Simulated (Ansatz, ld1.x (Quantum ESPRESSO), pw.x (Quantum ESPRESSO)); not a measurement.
# pw.x on sc P: one setting changed

Potential: norm-conserving Troullier–Martins (Kleinman–Bylander form), ld1.x (Quantum ESPRESSO) 7.5, PBEsol; core [Ne], reference 3s2 3p2.5; waves: 3s (bound): rc 1.40 bohr; 3p (bound): rc 2.00 bohr; 3d channel at 0.5 Ry: rc 1.50 bohr; local part: all-electron potential smoothed inside 1.80 bohr (lloc = -1); core correction: none.

The reference run (k-mesh 13³, cutoffs 60/240 Ry, Fermi–Dirac 0.01 Ry, mixing_beta 0.4, conv_thr 1e-9, no spin) gives -0.24 GPa at 14.206 Å³/atom, where all-electron LAPW gives 0.21 GPa. This run, with its own iteration cap, changes mixing_mode to TF.

```
&control
  calculation='scf', prefix='x', pseudo_dir='./', outdir='./tmp', tstress=.true., disk_io='none'
/
&system
  ibrav=0, nat=1, ntyp=1, ecutwfc=60, ecutrho=240, nbnd=9,
  occupations='smearing', smearing='fd', degauss=0.01
/
&electrons
  conv_thr=1e-09, mixing_beta=0.4, electron_maxstep=70, mixing_mode='TF'
/
ATOMIC_SPECIES
P 1.0 P.UPF
CELL_PARAMETERS angstrom
  2.42190593 0.00000000 0.00000000
  0.00000000 2.42190593 0.00000000
  0.00000000 0.00000000 2.42190593
ATOMIC_POSITIONS crystal
P 0.0000 0.0000 0.0000
K_POINTS automatic
13 13 13 0 0 0
```

```bash
pw.x < P.scf.in > P.scf.out
```

Q: How does the run end?

A: It converges in 7 iterations; the free energy moves by +0.0 meV/atom and the pressure by +0.00 GPa. The result is that of the reference run.

```
Message from routine setup:
     using ibrav=0 with symmetry is DISCOURAGED, use correct ibrav instead
     lattice parameter (alat)  =       4.5767  a.u.
     unit-cell volume          =      95.8668 (a.u.)^3
     number of electrons       =         5.00
     number of Kohn-Sham states=            9
     kinetic-energy cutoff     =      60.0000  Ry
     charge density cutoff     =     240.0000  Ry
     scf convergence threshold =      1.0E-09
     Exchange-correlation= PBESOL
     number of k points=    84  Fermi-Dirac smearing, width (Ry)=  0.0100
     iteration #  1     ecut=    60.00 Ry     beta= 0.40
     total energy              =     -13.20949347 Ry
     estimated scf accuracy    <       0.01195920 Ry
     iteration #  2     ecut=    60.00 Ry     beta= 0.40
     total energy              =     -13.20756110 Ry
     estimated scf accuracy    <       0.00557258 Ry
     iteration #  3     ecut=    60.00 Ry     beta= 0.40
     total energy              =     -13.20792823 Ry
     estimated scf accuracy    <       0.00001134 Ry
     iteration #  4     ecut=    60.00 Ry     beta= 0.40
     total energy              =     -13.20793763 Ry
     estimated scf accuracy    <       0.00000059 Ry
     iteration #  5     ecut=    60.00 Ry     beta= 0.40
     total energy              =     -13.20793774 Ry
     estimated scf accuracy    <       0.00000008 Ry
     iteration #  6     ecut=    60.00 Ry     beta= 0.40
     total energy              =     -13.20793775 Ry
     estimated scf accuracy    <          1.1E-09 Ry
     iteration #  7     ecut=    60.00 Ry     beta= 0.40
     the Fermi energy is    11.4011 ev
!    total energy              =     -13.20793775 Ry
     estimated scf accuracy    <          5.6E-10 Ry
     smearing contrib. (-TS)   =      -0.00123618 Ry
     The total energy is F=E-TS. E is the sum of the following terms:
     one-electron contribution =       5.31301700 Ry
     hartree contribution      =       0.39791755 Ry
     xc contribution           =      -3.41916911 Ry
     ewald contribution        =     -15.49846702 Ry
     convergence has been achieved in   7 iterations
          total   stress  (Ry/bohr**3)                   (kbar)     P=       -2.37
     Message from routine punch:
     Nothing written, as per user request (disk_io='none')
```

The run took about 12 s on one core of a shared server CPU.
